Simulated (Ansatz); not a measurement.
**SiHF2 (SMILES F[SiH]F): methods side by side**

SiHF2: 4 atoms, total charge 0, spin state doublet. SMILES: `F[SiH]F`. The shape is that of a GFN2-xTB optimisation.

```xyz
4

F     1.2269    0.6530   -0.4103
Si   -0.0281   -0.3429   -0.3011
F    -1.2342    0.7162   -0.2528
H     0.0353   -1.0263    0.9641
```

Each level gives the energy change with the F1–Si2 bond stretched from 1.606 to 2.007 Å (eV). The values are calculated.

| level | kind | program | value (eV) | CPU time (all runs) |
| --- | --- | --- | --- | --- |
| UHF/STO-3G | Hartree–Fock | Ansatz | 1.57 | 0.25 s |
| UBLYP/STO-3G | GGA | Ansatz | 0.90 | 2.1 s |
| U-r2SCAN/STO-3G | meta-GGA | Ansatz | 1.13 | 4.7 s |
| U-r2SCAN0/STO-3G | hybrid meta-GGA | Ansatz | 1.36 | 4.7 s |
| U-wB97M-V/STO-3G | range-separated hybrid | Ansatz | 1.33 | 22 s |
| U-wB97X/STO-3G | range-separated hybrid | Ansatz | 1.31 | 12 s |
| RPA@PBE/STO-3G | RPA | Ansatz | 0.89 | 2.4 s |
| UMP2/STO-3G | perturbation theory | Ansatz | 1.68 | 0.26 s |
| UBCCD(T)/STO-3G | coupled cluster or CI | Ansatz | 1.14 | 0.54 s |
| UCCSDT(Q)/STO-3G | coupled cluster or CI | Ansatz | 1.10 | 1.8 s |

The first shape isn't each level's own minimum. The values span 0.89 to 1.68 eV. Spin contamination of the reference (⟨S²⟩ at least 0.1 too high) touches UHF/STO-3G, UMP2/STO-3G, UBCCD(T)/STO-3G, UCCSDT(Q)/STO-3G. All rows use very small basis sets, so even the best lies far from the true value. Times are those of the runs behind each value, whatever else they computed, on shared processors of several kinds: orders of magnitude only.
